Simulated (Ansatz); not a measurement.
# B2 (triplet): up Jacob's ladder to CCSD(T)

How much do the methods differ for B2 (triplet)? The plan is to run it at one geometry with functionals of several rungs and with coupled cluster, and see how far each lands from CCSD(T) at the basis-set limit for the atomisation energy.

The runs use Ansatz 0.2.0, Gaussian basis; functionals in def2-TZVPP, the program's frozen cores in correlated methods.

Levels to be run: LDA (SPW92), PBE-D4, revPBE-D4, BLYP-D4, r2SCAN-D4, B97M-V, PBE0-D4, B3LYP-D4, r2SCANh-D4, r2SCAN0-D4, HSE06-D4, BHLYP-D4, CAM-B3LYP-D4, LC-ωPBE, ωB97X-V, ωB97M-V, B2PLYP, PBE-QIDH; CCSD(T)/def2-SVP; CCSD(T)/def2-TZVPP; CCSD(T)/def2-QZVPP; extrapolation to the limit; RPA on PBE.

### 1 Structure used throughout

All runs share one geometry, relaxed beforehand with PBE0-D4 in a triple-zeta def2 set.

2 atoms, charge 0, spin multiplicity 3.

Atoms are counted from 1 here; the program's logs count them from 0.

Bond lengths: B1–B2 1.562 Å.

As a file:

```xyz
2
charge 0, multiplicity 3
B     0.00000    0.00000   -0.07833
B     0.00000    0.00000    1.48345
```

### 2 LDA

This LDA is Slater exchange with PW92 correlation.

File in.yaml:

```yaml
crystal:
  periodic: [false, false, false]
  atoms:
    - {symbol: B, position_ang: [-0.000000, 0.000000, -0.078331]}
    - {symbol: B, position_ang: [0.000000, -0.000000, 1.483451]}
basis:
  gaussian: {orbitals: def2-TZVPP}
magnetization: {spin_polarized: true, initial_magnetization: 2}
hamiltonian: {xc: lda}
output: {orbitals: {seedname: orbitals}}
```

Launch:

```bash
> ansatz run in.yaml --threads 2 --pin off --events-out ev --progress --plain --max-ram 32768MiB --backend cpu
```

The runs that follow: PBE-D4 (GGA); revPBE-D4 (GGA); BLYP-D4 (GGA); r2SCAN-D4 (meta-GGA); B97M-V (meta-GGA); PBE0-D4 (hybrid); B3LYP-D4 (hybrid); r2SCANh-D4 (hybrid); r2SCAN0-D4 (hybrid); HSE06-D4 (hybrid); BHLYP-D4 (hybrid); CAM-B3LYP-D4 (range-separated); LC-ωPBE (range-separated); ωB97X-V (range-separated); ωB97M-V (range-separated); B2PLYP (double hybrid); PBE-QIDH (double hybrid); CCSD(T) in def2-SVP; CCSD(T) in def2-TZVPP; CCSD(T) in def2-QZVPP; RPA on PBE orbitals.

Q: Predict the results of all the runs planned. Wanted: atomisation energy, CCSD(T)/CBS; farthest beyond LDA; mean size of error, GGA; mean size of error, meta-GGA; mean size of error, hybrid; mean size of error, range-separated; mean size of error, double hybrid; gap, smallest and largest; T1 diagnostic.

As calculated:

| quantity | value |
| --- | --- |
| atomisation energy, CCSD(T)/CBS | 61.7 kcal/mol |
| functionals within 0.3 kcal/mol (0.5 %) | B2PLYP |
| farthest beyond LDA | r2SCAN-D4 (+19.3 kcal/mol) |
| mean size of error, GGA | 13.6 kcal/mol |
| mean size of error, meta-GGA | 15.4 kcal/mol |
| mean size of error, hybrid | 10.8 kcal/mol |
| mean size of error, range-separated | 3.6 kcal/mol |
| mean size of error, double hybrid | 3.0 kcal/mol |
| gap, smallest and largest | 0.93 eV (LDA (SPW92)), 8.78 eV (LC-ωPBE) |
| T1 diagnostic | 0.0695 |
| triples share of the correlation energy | 7.0 % |

LDA overbinds by 27.5 kcal/mol (45 %). PBE-D4 misses by +18.4 kcal/mol. Double hybrids carry the basis error of their MP2 part in triple zeta, and no dispersion term here, so their miss is partly the set-up's. By mean error the best rung here is double hybrid (3.0 kcal/mol) and the worst beyond LDA is meta-GGA (15.4 kcal/mol). The gap between the best rungs is small, so their order is not settled. RPA and LDA stand outside this count. Misses under about 0.3 kcal/mol are within the doubt on the reference itself, which lacks core-valence correlation, relativity and higher excitations. Hartree-Fock recovers 90 % of the binding; the rest is correlation. CCSD(T) in def2-SVP is off by -0.8 kcal/mol, from the basis alone. The gap grows from 0.9 to 8.8 eV across the functionals, mostly with the share of exact exchange. With T1 = 0.069 (customary mark 0.045) a single determinant is a poor start; take CCSD(T) with care. The UHF reference is spin-contaminated (⟨S²⟩ = 2.91 against 2.00).
